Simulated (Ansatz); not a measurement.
Frontier orbitals of C$_{3}$H$_{4}$S, SMILES `SC1=CC1`.

Cartesian coordinates in Å:
```
S 2.053 0.465 -0.517
C 0.412 0.353 -0.059
C -0.670 0.928 0.355
C -0.762 -0.550 0.126
H 2.220 -0.840 -0.786
H -1.198 1.813 0.660
H -0.776 -1.234 0.977
H -1.279 -0.935 -0.756
```

The species carries charge 0 and has multiplicity 1. Geometry: relaxed with PBE0-D4/def2-TZVP. It is one conformer, not always the lowest. Basis def2-TZVPP, Ansatz.

| functional | HOMO (eV) | LUMO (eV) | gap (eV) |
| --- | --- | --- | --- |
| PBE | -5.36 | -0.78 | 4.58 |
| PBE0 | -6.44 | 0.21 | 6.65 |
| B3LYP | -6.23 | -0.02 | 6.21 |
| r2SCANh | -5.94 | -0.19 | 5.75 |
| LC-ωPBE | -9.03 | 2.50 | 11.53 |
| ωB97X-V | -8.66 | 2.43 | 11.09 |
| ωB97M-V | -8.54 | 2.21 | 10.75 |
| HF | -8.78 | 3.63 | 12.41 |

A quarter of exact exchange (PBE0) shifts PBE's HOMO by −1.07 eV and its LUMO by +0.99 eV; full exchange at long range (ωB97M-V) shifts them by −3.18 and +2.99 eV. The gap opens from 4.58 to 10.74 eV, since occupied levels lose self-interaction and empty ones feel all the electrons. A positive LUMO is unbound and depends on the basis.

B3LYP here is the variant with VWN-RPA as its local correlation; programs differ in this. LC-ωPBE has ω = 0.4 bohr⁻¹.
